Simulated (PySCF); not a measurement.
# [SiH3]− (SMILES [SiH3-]): FCI/6-31G

Aim: the vertical singlet–triplet gap of [SiH3]− at FCI/6-31G, from 2 runs. The job is set up through a Python script.

The results are computed with PySCF 2.14.0.

6 further runs of the same task are left out: 6 set aside as unsound or not needed.

### Step 1. The molecule

The species is [SiH3]− (4 atoms), meant as a singlet with charge -1. SMILES: `[SiH3-]`. The coordinates come from a PBE0-D4/def2-TZVPD relaxation.

Bond lengths: Si1–H2 1.546 Å, Si1–H3 1.546 Å, Si1–H4 1.546 Å. Angles: H2–Si1–H3 94.1°, H2–Si1–H4 94.1°, H3–Si1–H4 94.1°.

### Step 2. A single-point energy at FCI/6-31G

run.py

```python
from pyscf import gto, mcscf

molecule = gto.Mole()
molecule.atom = '''
Si     1.019885    -0.095809    -0.568619
H      0.806157     1.175977     2.052054
H     -0.564083    -2.425841     0.201823
H     -1.261959     1.345863    -1.685258
'''
molecule.max_memory = 1860
molecule.verbose = 4
molecule.charge = -1
molecule.basis = '6-31g'
molecule.unit = 'bohr'
molecule.build()

mf = molecule.RHF()
mf.conv_tol = 1e-10
mf.kernel()
if not mf.converged:
    mf = mf.newton().run(mf.mo_coeff, mf.mo_occ)

cas = mcscf.CASCI(mf, mf.mo_coeff.shape[-1] - 5, (molecule.nelec[0] - 5, molecule.nelec[1] - 5))  # full CI above the frozen core
cas.fix_spin_(ss=0.0)
cas.kernel()
etot = cas.e_tot
print('Final energy', etot)
```

Launch:

```bash
OMP_NUM_THREADS=1 python run.py
```

Standard output:

```text
PySCF version 2.14.0

[INPUT] num. atoms = 4
[INPUT] num. electrons = 18
[INPUT] charge = -1
[INPUT] spin (= nelec alpha-beta = 2S) = 0
[INPUT] symmetry False subgroup None
[INPUT] Mole.unit = bohr
[INPUT] Symbol           X                Y                Z      unit          X                Y                Z       unit  Magmom
[INPUT]  1 Si     0.539699899759  -0.050699939401  -0.300900216496 AA    1.019885000000  -0.095809000000  -0.568619000000 Bohr   0.0
[INPUT]  2 H      0.426599912824   0.622300228966   1.085900212377 AA    0.806157000000   1.175977000000   2.052054000000 Bohr   0.0
[INPUT]  3 H     -0.298499868667  -1.283699774515   0.106800132240 AA   -0.564083000000  -2.425841000000   0.201823000000 Bohr   0.0
[INPUT]  4 H     -0.667799943915   0.712200028620  -0.891800128121 AA   -1.261959000000   1.345863000000  -1.685258000000 Bohr   0.0

nuclear repulsion = 15.0809833008908
number of shells = 13
number of NR pGTOs = 58
number of NR cGTOs = 19
basis = 6-31g
ecp = {}

******** <class 'pyscf.scf.hf.RHF'> ********
method = RHF
initial guess = minao
damping factor = 0
level_shift factor = 0
DIIS = <class 'pyscf.scf.diis.CDIIS'>
diis_start_cycle = 1
diis_space = 8
diis_damp = 0
SCF conv_tol = 1e-10
SCF conv_tol_grad = None
SCF max_cycles = 50
direct_scf = True
direct_scf_tol = 1e-13
Set gradient conv threshold to 1e-05
Initial guess from minao.
init E= -290.173991263014
  HOMO = -0.178294106593772  LUMO = 0.12556006099104  gap/eV = 8.26829
cycle= 1 E= -290.561032212197  delta_E= -0.387  |g|= 0.14  |ddm|= 1.44
  HOMO = -0.0326332809441403  LUMO = 0.382211419257958  gap/eV = 11.28850
cycle= 2 E= -290.572766566206  delta_E= -0.0117  |g|= 0.0334  |ddm|= 0.392
  HOMO = -0.0591692685834513  LUMO = 0.368487702877041  gap/eV = 11.63714
cycle= 3 E= -290.573431163418  delta_E= -0.000665  |g|= 0.00948  |ddm|= 0.0831
  HOMO = -0.058098093523689  LUMO = 0.369372617016384  gap/eV = 11.63207
cycle= 4 E= -290.573539725024  delta_E= -0.000109  |g|= 0.00201  |ddm|= 0.0471
  HOMO = -0.0578660322936611  LUMO = 0.369485661115321  gap/eV = 11.62883
cycle= 5 E= -290.573545584147  delta_E= -5.86e-06  |g|= 0.000284  |ddm|= 0.0125
  HOMO = -0.0579044313968315  LUMO = 0.369455414699854  gap/eV = 11.62905
cycle= 6 E= -290.57354567757  delta_E= -9.34e-08  |g|= 1.91e-05  |ddm|= 0.00172
  HOMO = -0.0579038489146493  LUMO = 0.36945364060899  gap/eV = 11.62899
cycle= 7 E= -290.573545677828  delta_E= -2.58e-10  |g|= 1.44e-06  |ddm|= 5.91e-05
  HOMO = -0.0579039430669068  LUMO = 0.369453769850268  gap/eV = 11.62900
cycle= 8 E= -290.57354567783  delta_E= -1.82e-12  |g|= 1.54e-07  |ddm|= 5.4e-06
  HOMO = -0.0579039358764417  LUMO = 0.369453770060282  gap/eV = 11.62900
Extra cycle  E= -290.573545677829  delta_E= 2.84e-13  |g|= 4.57e-08  |ddm|= 7.14e-07
converged SCF energy = -290.573545677829

******** <class 'pyscf.mcscf.casci.CASCI'> ********
CAS (4e+4e, 14o), ncore = 5, nvir = 0
natorb = False
canonicalization = True
sorting_mo_energy = False
******** <class 'pyscf.fci.addons.SpinPenaltyFCISolver'> ********
max. cycles = 200
conv_tol = 1e-08
davidson only = True
linear dependence = 1e-12
level shift = 0.001
max iter space = 12
nroots = 1
pspace_size = 400
spin = None
Density matrix diagonal elements [1.9798494  1.96193959 1.9619363  1.9550697  0.02723884 0.02723468
 0.0176851  0.00852855 0.01261255 0.01261263 0.01537055 0.00674769
 0.00674767 0.00642676]
CASCI converged
CASCI E = -290.654704286459  E(CI) = -10.3123984305373  S^2 = 0.0000000
Final energy -290.654704286459
```

Wall time 28 s (1 thread of Arm Neoverse V2, shared host); peak memory 0.32 GiB.

### Step 3. The triplet at the same level

geometry.xyz

```xyz
4
H3Si
Si     0.539700    -0.050700    -0.300900
H      0.426600     0.622300     1.085900
H     -0.298500    -1.283700     0.106800
H     -0.667800     0.712200    -0.891800
```

job.py

```python
from pyscf import gto, scf, mcscf

mol = gto.M(
    atom='geometry.xyz',
    basis='6-31g',
    verbose=4,
    max_memory=1860,
    spin=2,
    charge=-1,
)

mf = scf.ROHF(mol)
mf.conv_tol = 1e-10
mf.kernel()
if not mf.converged:
    mf = mf.newton().run(mf.mo_coeff, mf.mo_occ)

cas = mcscf.CASCI(mf, mf.mo_coeff.shape[-1] - 5, (mol.nelec[0] - 5, mol.nelec[1] - 5))  # full CI above the frozen core
cas.fix_spin_(ss=2.0)
cas.kernel()
energy = cas.e_tot
print('E(%s) = %.9f' % ('FCI', energy))
```

Launch:

```bash
OMP_NUM_THREADS=1 python job.py
```

Standard output:

```text
PySCF version 2.14.0

[INPUT] num. atoms = 4
[INPUT] num. electrons = 18
[INPUT] charge = -1
[INPUT] spin (= nelec alpha-beta = 2S) = 2
[INPUT] symmetry False subgroup None
[INPUT] Mole.unit = angstrom
[INPUT] Symbol           X                Y                Z      unit          X                Y                Z       unit  Magmom
[INPUT]  1 Si     0.539700000000  -0.050700000000  -0.300900000000 AA    1.019885189428  -0.095809114515  -0.568618590882 Bohr   0.0
[INPUT]  2 H      0.426600000000   0.622300000000   1.085900000000 AA    0.806157164739   1.175976567317   2.052053598665 Bohr   0.0
[INPUT]  3 H     -0.298500000000  -1.283700000000   0.106800000000 AA   -0.564083248183  -2.425841426104   0.201822750104 Bohr   0.0
[INPUT]  4 H     -0.667800000000   0.712200000000  -0.891800000000 AA   -1.261959105985   1.345862945915  -1.685257757887 Bohr   0.0

nuclear repulsion = 15.0809836888403
number of shells = 13
number of NR pGTOs = 58
number of NR cGTOs = 19
basis = 6-31g
ecp = {}

******** <class 'pyscf.scf.rohf.ROHF'> ********
method = ROHF
initial guess = minao
damping factor = 0
level_shift factor = 0
DIIS = <class 'pyscf.scf.diis.CDIIS'>
diis_start_cycle = 1
diis_space = 8
diis_damp = 0
SCF conv_tol = 1e-10
SCF conv_tol_grad = None
SCF max_cycles = 50
direct_scf = True
direct_scf_tol = 1e-13
num. doubly occ = 8  num. singly occ = 2
Set gradient conv threshold to 1e-05
init E= -290.173991310915

WARN: HOMO 0.125560026967633 >= LUMO 0.1255742248138

cycle= 1 E= -290.409357377175  delta_E= -0.235  |g|= 0.0876  |ddm|= 3.33
  HOMO = 0.267136794186791  LUMO = 0.358081577233614  gap/eV = 2.47473
cycle= 2 E= -290.417473849082  delta_E= -0.00812  |g|= 0.0214  |ddm|= 0.237
  HOMO = 0.262945129043277  LUMO = 0.355622841207833  gap/eV = 2.52189
cycle= 3 E= -290.418122731081  delta_E= -0.000649  |g|= 0.00317  |ddm|= 0.0753
  HOMO = 0.264585368503261  LUMO = 0.356869633936161  gap/eV = 2.51118
cycle= 4 E= -290.418138178378  delta_E= -1.54e-05  |g|= 0.000823  |ddm|= 0.0197
  HOMO = 0.264464635084258  LUMO = 0.356738638861493  gap/eV = 2.51090
cycle= 5 E= -290.418141640795  delta_E= -3.46e-06  |g|= 0.000401  |ddm|= 0.0172
  HOMO = 0.264478249876541  LUMO = 0.356747053923957  gap/eV = 2.51076
cycle= 6 E= -290.41814405986  delta_E= -2.42e-06  |g|= 0.000351  |ddm|= 0.0177
  HOMO = 0.264483681079901  LUMO = 0.356747998315361  gap/eV = 2.51064
cycle= 7 E= -290.418147204947  delta_E= -3.15e-06  |g|= 0.000335  |ddm|= 0.0248
  HOMO = 0.264483318386961  LUMO = 0.356769256354155  gap/eV = 2.51123
cycle= 8 E= -290.418155642535  delta_E= -8.44e-06  |g|= 0.000306  |ddm|= 0.0708
  HOMO = 0.264244270801966  LUMO = 0.357025135408122  gap/eV = 2.52470
cycle= 9 E= -290.418180089208  delta_E= -2.44e-05  |g|= 0.000278  |ddm|= 0.263
  HOMO = 0.26437405809764  LUMO = 0.356911285760764  gap/eV = 2.51807
cycle= 10 E= -290.418179482973  delta_E= 6.06e-07  |g|= 0.000228  |ddm|= 0.00962
  HOMO = 0.26352131136606  LUMO = 0.357692239274155  gap/eV = 2.56252
cycle= 11 E= -290.418191729782  delta_E= -1.22e-05  |g|= 0.000706  |ddm|= 0.373
  HOMO = 0.263962874332345  LUMO = 0.357288337339113  gap/eV = 2.53952
cycle= 12 E= -290.418192483297  delta_E= -7.54e-07  |g|= 0.000396  |ddm|= 0.0401
  HOMO = 0.264366689847954  LUMO = 0.356917305453585  gap/eV = 2.51843
cycle= 13 E= -290.418192959248  delta_E= -4.76e-07  |g|= 0.000109  |ddm|= 0.0383
  HOMO = 0.264504874955856  LUMO = 0.356789938000241  gap/eV = 2.51120
cycle= 14 E= -290.418192991948  delta_E= -3.27e-08  |g|= 1.09e-05  |ddm|= 0.00198
  HOMO = 0.264553099980052  LUMO = 0.356745058126727  gap/eV = 2.50867
cycle= 15 E= -290.418192992096  delta_E= -1.48e-10  |g|= 2.39e-05  |ddm|= 0.00582
  HOMO = 0.264520369160437  LUMO = 0.356774994762631  gap/eV = 2.51038
cycle= 16 E= -290.418192993856  delta_E= -1.76e-09  |g|= 8.36e-07  |ddm|= 0.00159
  HOMO = 0.264519384817088  LUMO = 0.356775892905054  gap/eV = 2.51043
cycle= 17 E= -290.418192993865  delta_E= -8.87e-12  |g|= 8.05e-08  |ddm|= 0.000252
  HOMO = 0.264519288587209  LUMO = 0.356775980752642  gap/eV = 2.51043
Extra cycle  E= -290.418192993865  delta_E= -1.71e-13  |g|= 2.72e-08  |ddm|= 8.86e-07
converged SCF energy = -290.418192993865

******** <class 'pyscf.mcscf.casci.CASCI'> ********
CAS (5e+3e, 14o), ncore = 5, nvir = 0
natorb = False
canonicalization = True
sorting_mo_energy = False
******** <class 'pyscf.fci.addons.SpinPenaltyFCISolver'> ********
max. cycles = 200
conv_tol = 1e-08
davidson only = True
linear dependence = 1e-12
level shift = 0.001
max iter space = 12
nroots = 1
pspace_size = 400
spin = None
Density matrix diagonal elements [1.97607266 1.95318612 1.96390287 1.00375205 0.99098274 0.02856953
 0.0182426  0.00527664 0.01275488 0.01183192 0.01475407 0.00692996
 0.00685994 0.00688401]
CASCI converged
CASCI E = -290.490496708148  E(CI) = -10.1479695540801  S^2 = 2.0000000
E(FCI) = -290.490496708
```

It took 26 s on 1 thread of Arm Neoverse V2, shared host; peak memory 0.28 GiB.

### Step 4. Outcome

At FCI/6-31G, 5 core orbitals frozen:

| quantity | value |
| --- | --- |
| singlet: total energy | -290.65470 Eh |
| singlet: HOMO energy (Hartree–Fock orbitals) | -1.58 eV |
| singlet: LUMO energy (Hartree–Fock orbitals) | 10.05 eV |
| singlet: HOMO–LUMO gap (to an unbound level, set by the basis) | 11.63 eV |
| singlet: correlation energy (5 core orbitals frozen) | -81.2 mEh |
| triplet: total energy | -290.49050 Eh |
| triplet: correlation energy (5 core orbitals frozen) | -72.3 mEh |
| vertical energy of the triplet above the singlet | 4.468 eV |

**Reading.** At this shape the triplet lies 4.47 eV (103 kcal/mol) above the singlet. For an anion a state so high probably lies above electron detachment. Mulliken charges (singlet) of the mean-field density run from -0.29 on H2 to -0.14 on Si1; they depend strongly on the basis. The HOMO (triplet) lies at positive energy, 7.20 eV: the electron is unbound at this level or held by a compact basis; values depend on the basis.
